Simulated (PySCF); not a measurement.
Isomers of C3H2ClNO. Method: PySCF 2.14.0, PBE0-D3(BJ)/def2-SVP geometry optimisation, gas phase. Energies are electronic, without zero-point or thermal terms, for one conformer each. No frequencies were run at this level. Point groups hold within 0.08 Å.

**Question.** Order them by energy at this level, lowest first, and give relative energies in kcal/mol.
A. `Clc1ccno1`
B. `c1occ(n1)Cl`
C. `ClC1=CON=C1`
D. `o1nc(cc1)Cl`

**Answer.** B (0.0), D (25.2), A (25.5), C (26.9).

As drawn, the highest has an N–O linkage, which the lowest lacks. Neighbours under 2.5 kcal/mol apart (Clc1ccon1 and Clc1ccno1; Clc1ccno1 and Clc1cnoc1) can change places with a better method, another conformer or zero-point energy.

| SMILES | E (Eh) | E rel (kcal/mol) | dipole (D) | point group | A, B, C (MHz) |
| --- | --- | --- | --- | --- | --- |
| Clc1cocn1 | -704.92611 | 0.0 | 2.13 | Cs | 9866, 2120, 1745 |
| Clc1ccon1 | -704.88601 | 25.2 | 3.22 | Cs | 9731, 2130, 1748 |
| Clc1ccno1 | -704.88547 | 25.5 | 2.72 | Cs | 9818, 2168, 1776 |
| Clc1cnoc1 | -704.88322 | 26.9 | 1.72 | Cs | 9726, 2039, 1685 |
